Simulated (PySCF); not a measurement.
PySCF input for C4H5N, SMILES c1cc[nH]c1, TDDFT-PBE/def2-SVPD. Coordinates come from a B3LYP-D3(BJ)/def2-SVP optimisation.

```python
import numpy as np
from pyscf import gto, scf, dft, tdscf

mol = gto.M(
    atom='''
    C     0.00000000    0.71347088    0.98575040
    C     0.00000000   -0.71347098    0.98575032
    C     0.00000000   -1.12484815   -0.33420508
    N     0.00000000    0.00000007   -1.12227927
    C     0.00000000    1.12484819   -0.33420496
    H     0.00000000    1.36667344    1.85613763
    H     0.00000000   -1.36667366    1.85613748
    H     0.00000000   -2.12091706   -0.77078295
    H     0.00000000    0.00000012   -2.13329864
    H     0.00000000    2.12091715   -0.77078271
    ''',
    basis='def2-SVPD',
    charge=0,
    spin=0,
    symmetry=True,
    max_memory=1600,
    verbose=4,
)
mf = dft.RKS(mol, xc='pbe').density_fit(auxbasis='def2-universal-jkfit')
mf.grids.level = 3
mf.conv_tol = 1e-9
mf.max_cycle = 100
mf.kernel()
mf.grids = dft.Grids(mol).set(level=1).build(with_non0tab=True)  # coarser grid for the response kernel
td = tdscf.TDDFT(mf)
td.singlet = True
td.nstates = 10
td.conv_tol = 1e-4
td.positive_eig_threshold = 1e-6
td.kernel(x0=td.get_init_guess(mf, 15))
td.analyze()
tt = tdscf.TDA(mf)
tt.singlet = False
tt.nstates = 4
tt.conv_tol = 1e-4
tt.positive_eig_threshold = 1e-6
tt.kernel(x0=tt.get_init_guess(mf, 9))
tt.analyze(verbose=3)
```

Program output:

```
PySCF version 2.14.0

[INPUT] verbose = 4
[INPUT] num. atoms = 10
[INPUT] num. electrons = 36
[INPUT] charge = 0
[INPUT] spin (= nelec alpha-beta = 2S) = 0
[INPUT] symmetry True subgroup None
[INPUT] Mole.unit = angstrom
[INPUT] Symbol           X                Y                Z      unit          X                Y                Z       unit  Magmom
[INPUT]  1 C      0.000000000000   0.713470880000   0.985750400000 AA    0.000000000000   1.348264561052   1.862798283180 Bohr   0.0
[INPUT]  2 C      0.000000000000  -0.713470980000   0.985750320000 AA    0.000000000000  -1.348264750025   1.862798132002 Bohr   0.0
[INPUT]  3 C      0.000000000000  -1.124848150000  -0.334205080000 AA    0.000000000000  -2.125654935224  -0.631556070638 Bohr   0.0
[INPUT]  4 N      0.000000000000   0.000000070000  -1.122279270000 AA    0.000000000000   0.000000132281  -2.120800455577 Bohr   0.0
[INPUT]  5 C      0.000000000000   1.124848190000  -0.334204960000 AA    0.000000000000   2.125655010813  -0.631555843871 Bohr   0.0
[INPUT]  6 H      0.000000000000   1.366673440000   1.856137630000 AA    0.000000000000   2.582638503317   3.507591770199 Bohr   0.0
[INPUT]  7 H      0.000000000000  -1.366673660000   1.856137480000 AA    0.000000000000  -2.582638919057   3.507591486740 Bohr   0.0
[INPUT]  8 H      0.000000000000  -2.120917060000  -0.770782950000 AA    0.000000000000  -4.007952376318  -1.456568676984 Bohr   0.0
[INPUT]  9 H      0.000000000000   0.000000120000  -2.133298640000 AA    0.000000000000   0.000000226767  -4.031350171507 Bohr   0.0
[INPUT] 10 H      0.000000000000   2.120917150000  -0.770782710000 AA    0.000000000000   4.007952546393  -1.456568223450 Bohr   0.0

nuclear repulsion = 160.467528959915
point group symmetry = C2v
symmetry origin: [ 0.00000000e+00  6.29908708e-09 -3.08395285e-17]
symmetry axis x: [1. 0. 0.]
symmetry axis y: [0.00000000e+00 1.00000000e+00 2.10229052e-07]
symmetry axis z: [ 0.00000000e+00 -2.10229052e-07  1.00000000e+00]
num. orbitals of irrep A1 = 54
num. orbitals of irrep A2 = 18
num. orbitals of irrep B1 = 22
num. orbitals of irrep B2 = 46
number of shells = 60
number of NR pGTOs = 200
number of NR cGTOs = 140
basis = def2-SVPD
ecp = {}


[settings echo left out]
init E= -210.345687516986
HOMO (A2) = -0.266434455891313  LUMO (B1) = -0.0655932775127191  gap/eV = 5.46517
cycle= 1 E= -209.699212892054  delta_E= 0.646  |g|= 0.486  |ddm|= 6.32
HOMO (A2) = -0.116751686232561  LUMO (A1) = -0.00253150665698998  gap/eV = 3.10809
cycle= 2 E= -209.526570873206  delta_E= 0.173  |g|= 0.913  |ddm|= 2.07
HOMO (A2) = -0.177016118108627  LUMO (A1) = 0.00950563798418091  gap/eV = 5.07552
cycle= 3 E= -209.761072655967  delta_E= -0.235  |g|= 0.182  |ddm|= 1.53
HOMO (A2) = -0.190860695002194  LUMO (B1) = -0.00388234116610081  gap/eV = 5.08794
cycle= 4 E= -209.769287696021  delta_E= -0.00822  |g|= 0.0485  |ddm|= 0.347
HOMO (A2) = -0.189165724775204  LUMO (B1) = -0.0015275991401813  gap/eV = 5.10589
cycle= 5 E= -209.769843939694  delta_E= -0.000556  |g|= 0.0129  |ddm|= 0.13
HOMO (A2) = -0.188502469446921  LUMO (B1) = -0.00140056370034103  gap/eV = 5.09130
cycle= 6 E= -209.769869372476  delta_E= -2.54e-05  |g|= 0.00742  |ddm|= 0.0295
HOMO (A2) = -0.188731046073755  LUMO (B1) = -0.0014195781347987  gap/eV = 5.09700
cycle= 7 E= -209.769881587262  delta_E= -1.22e-05  |g|= 0.000286  |ddm|= 0.00918
HOMO (A2) = -0.188737095251571  LUMO (B1) = -0.00142031489519118  gap/eV = 5.09715
cycle= 8 E= -209.769881612317  delta_E= -2.51e-08  |g|= 3.74e-05  |ddm|= 0.000986
HOMO (A2) = -0.188741059807116  LUMO (B1) = -0.00142505494680595  gap/eV = 5.09713
cycle= 9 E= -209.769881612726  delta_E= -4.09e-10  |g|= 8.22e-06  |ddm|= 0.000132
HOMO (A2) = -0.188739928265156  LUMO (B1) = -0.00142351964466292  gap/eV = 5.09714
Extra cycle  E= -209.769881612708  delta_E= 1.79e-11  |g|= 1.12e-05  |ddm|= 5.92e-05
converged SCF energy = -209.769881612708
tot grids = 38200
Overwritten attributes  positive_eig_threshold  of <class 'pyscf.tdscf.rks.CasidaTDDFT'>


******** <class 'pyscf.tdscf.rks.CasidaTDDFT'> for <class 'pyscf.df.df_jk.DFSymAdaptedRKS'> ********
nstates = 10 singlet
deg_eia_thresh = 1.000e-03
wfnsym = None
conv_tol = 0.0001
eigh lindep = 1e-12
eigh level_shift = 0
eigh max_cycle = 100


Excitation energies (eV)
[5.23091037 6.01447596 6.24380765 6.25967818 6.30549439 6.38272331
 6.87969934 6.93949655 7.04037405 7.0517278 ]

** Singlet excitation energies and oscillator strengths **
Excited State   1:   A2      5.23091 eV    237.02 nm  f=0.0000
      18 -> 20       -0.70703
Excited State   2:   B1      6.01448 eV    206.14 nm  f=0.0002
      17 -> 20        0.70664
Excited State   3:   A1      6.24381 eV    198.57 nm  f=0.0007
      17 -> 19       -0.52570
      18 -> 21        0.46582
Excited State   4:   A2      6.25968 eV    198.07 nm  f=0.0000
      18 -> 22       -0.70692
Excited State   5:   B1      6.30549 eV    196.63 nm  f=0.0294
      18 -> 23        0.70675
Excited State   6:   B2      6.38272 eV    194.25 nm  f=0.1579
      17 -> 21       -0.10931
      18 -> 19       -0.68880
Excited State   7:   A2      6.87970 eV    180.22 nm  f=0.0000
      18 -> 24        0.70518
Excited State   8:   B1      6.93950 eV    178.66 nm  f=0.0016
      18 -> 25        0.70528
Excited State   9:   B1      7.04037 eV    176.10 nm  f=0.0353
      17 -> 22       -0.70542
Excited State  10:   A2      7.05173 eV    175.82 nm  f=0.0000
      17 -> 23       -0.70706

** Transition electric dipole moments (AU) **
state          X           Y           Z        Dip. S.      Osc.
  1        -0.0000      0.0000     -0.0000      0.0000      0.0000
  2        -0.0320     -0.0000      0.0000      0.0010      0.0002
  3         0.0000      0.0000      0.0660      0.0044      0.0007
  4         0.0000     -0.0000      0.0000      0.0000      0.0000
  5         0.4363     -0.0000      0.0000      0.1903      0.0294
  6         0.0000      1.0047      0.0000      1.0095      0.1579
  7        -0.0000      0.0000     -0.0000      0.0000      0.0000
  8        -0.0971      0.0000      0.0000      0.0094      0.0016
  9         0.4523     -0.0000     -0.0000      0.2046      0.0353
 10        -0.0000      0.0000      0.0000      0.0000      0.0000

** Transition velocity dipole moments (imaginary part, AU) **
state          X           Y           Z        Dip. S.      Osc.
  1         0.0000      0.0000     -0.0000      0.0000      0.0000
  2        -0.0084     -0.0000      0.0000      0.0001      0.0002
  3         0.0000     -0.0000      0.0139      0.0002      0.0006
  4        -0.0000     -0.0000      0.0000      0.0000      0.0000
  5         0.1297     -0.0000      0.0000      0.0168      0.0484
  6         0.0000      0.2326      0.0000      0.0541      0.1537
  7         0.0000      0.0000     -0.0000      0.0000      0.0000
  8        -0.0288      0.0000     -0.0000      0.0008      0.0022
  9         0.1424     -0.0000     -0.0000      0.0203      0.0523
 10        -0.0000      0.0000      0.0000      0.0000      0.0000

** Transition magnetic dipole moments (imaginary part, AU) **
state          X           Y           Z
  1        -0.0000      0.0000      0.4093
  2        -0.0000     -0.3356     -0.0000
  3        -0.0000      0.0000      0.0000
  4        -0.0000     -0.0000     -0.3914
  5         0.0000      0.0071      0.0000
  6         0.3290     -0.0000     -0.0000
  7        -0.0000     -0.0000      0.1031
  8        -0.0000     -0.0522      0.0000
  9         0.0000     -0.3431     -0.0000
 10         0.0000     -0.0000      0.1067
Overwritten attributes  positive_eig_threshold  of <class 'pyscf.tdscf.rks.TDA'>


******** <class 'pyscf.tdscf.rks.TDA'> for <class 'pyscf.df.df_jk.DFSymAdaptedRKS'> ********
nstates = 4 triplet
deg_eia_thresh = 1.000e-03
wfnsym = None
conv_tol = 0.0001
eigh lindep = 1e-12
eigh level_shift = 0
eigh max_cycle = 100


Excitation energies (eV)
[4.37454997 5.17958859 5.32535256 5.64450089]

** Triplet excitation energies and oscillator strengths **
Excited State   1:   B2      4.37455 eV    283.42 nm  f=0.0000
Excited State   2:   A2      5.17959 eV    239.37 nm  f=0.0000
Excited State   3:   A1      5.32535 eV    232.82 nm  f=0.0000
Excited State   4:   A1      5.64450 eV    219.65 nm  f=0.0000
```

The run converged.

Cost: very roughly 60 core-seconds.
